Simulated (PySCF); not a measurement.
The scaffold NC-X carries different groups X. All species are isolated molecules in the gas phase. Strings in code marks are SMILES.

The four lowest singlet excitations (Tamm–Dancoff). These are PBE-D3(BJ)/def2-TZVP // B3LYP-D3(BJ)/def2-TZVP (PySCF) values and carry that method's errors. Excitations are Tamm–Dancoff values on a coarser integration grid. The basis has no diffuse functions, so Rydberg states are missing or too high.

```json
[
 {"state": "S1", "energy (eV)": "4.69", "wavelength (nm)": "265", "oscillator strength": "0.000"},
 {"state": "S2", "energy (eV)": "5.09", "wavelength (nm)": "243", "oscillator strength": "0.006"},
 {"state": "S3", "energy (eV)": "5.48", "wavelength (nm)": "226", "oscillator strength": "0.000"},
 {"state": "S4", "energy (eV)": "5.81", "wavelength (nm)": "213", "oscillator strength": "0.035"}
]
```

Problem. Which member gives these states?
A) `CNC#N`
B) `N#CC=O`
C) `N#[C][AlH2]`
D) `C#N`

Solution. C, `N#[C][AlH2]`
